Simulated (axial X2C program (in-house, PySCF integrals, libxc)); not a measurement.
# A two-component session on S₂⁺: EOM-IP-CCSD levels

Aim: EOM-IP-CCSD levels of S₂⁺, with spin–orbit coupling in the Hamiltonian from the start.

Method: two-component X2C with atomic mean-field terms, S dyall-av3z; program: an in-house X2C program for linear molecules on PySCF integrals.

All values are calculated.

## 1. Input

Contents of task.json:

```json
{
 "zs": [
  16,
  16
 ],
 "q": 1,
 "bas": [
  "dyall-av3z",
  "dyall-av3z"
 ],
 "r0": 1.88,
 "eom": "ip",
 "rq": 0,
 "thr": -2.0,
 "nmax": 95,
 "grid": [
  1,
  0.96,
  1.045,
  0.92,
  1.09,
  1.15
 ]
}
```

Keys: zs atomic numbers; q charge; bas basis sets; r0 starting distance in Å; eom kind of EOM run; thr threshold in hartree for freezing inner shells (an s shell follows its p shell); nmax most natural virtual spinors; grid distances as factors.

Command:

```bash
> python soeom.py task.json out
```

The runs that follow: EOM-IP-CCSD at 1.900 Å.

**Question.** What will these runs give? Wanted: next root led by one particle; T1 of the reference; lowest state, Re and ωe.

**Answer**, as computed:

| quantity | value |
| --- | --- |
| lowest root at 1.900 Å | Ω = 1/2, 9.016 eV |
| next root led by one particle | Ω = 3/2, about 25530 cm⁻¹ higher |
| T1 of the reference | 0.012 |
| lowest state, Re and ωe | 1.836 Å, 820 cm⁻¹ |

In words: Removing an electron from the reference determinant of S₂ costs 9.02 eV and empties a spinor of 76% S pπ, 9% S dπ. The closed-shell reference lies 0.66 eV above the lowest determinant found, so these energies count from an excited configuration. Errors of 0.1 to 0.3 eV are usual at this size, and roots led by higher excitations are left out, so the list is incomplete, and low states of that kind can be missing. g and u states are not told apart. T1 or the largest double amplitude of the reference is raised, which lowers the reliability. The bond is 0.071 Å shorter than in the closed-shell reference at CCSD (1.908 Å).
